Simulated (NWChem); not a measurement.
## fluoromethane (CH₃F) in NWChem

SMILES: FC
```xyz
5

C      0.6088    -0.1106     0.0000
F     -0.7327     0.1332     0.0000
H      0.8879    -0.6879     0.8972
H      0.8879    -0.6879    -0.8972
H      1.1658     0.8411     0.0000
```
Charge 0, spin multiplicity 1.

All runs are NWChem calculations. The geometry was optimised at PBE0/def2-SVP, a minimum by its harmonic frequencies.

Symmetry labels belong to the abelian group Cs used in the runs, with the axes of the coordinates shown; states degenerate in a higher group split over its labels.

Problem. List the lowest 6 singlet excitations that TD-PBE0/aug-cc-pVDZ gives, with oscillator strengths.

Solution. 
```json
[
 {"state": "1", "symmetry": "a'", "energy (eV)": "8.66", "wavelength (nm)": "143", "f": "0.032"},
 {"state": "2", "symmetry": "a\"", "energy (eV)": "8.66", "wavelength (nm)": "143", "f": "0.032"},
 {"state": "3", "symmetry": "a'", "energy (eV)": "9.18", "wavelength (nm)": "135", "f": "0.011"},
 {"state": "4", "symmetry": "a\"", "energy (eV)": "9.18", "wavelength (nm)": "135", "f": "0.011"},
 {"state": "5", "symmetry": "a'", "energy (eV)": "9.68", "wavelength (nm)": "128", "f": "0.011"},
 {"state": "6", "symmetry": "a\"", "energy (eV)": "9.68", "wavelength (nm)": "128", "f": "0.011"}
]
```
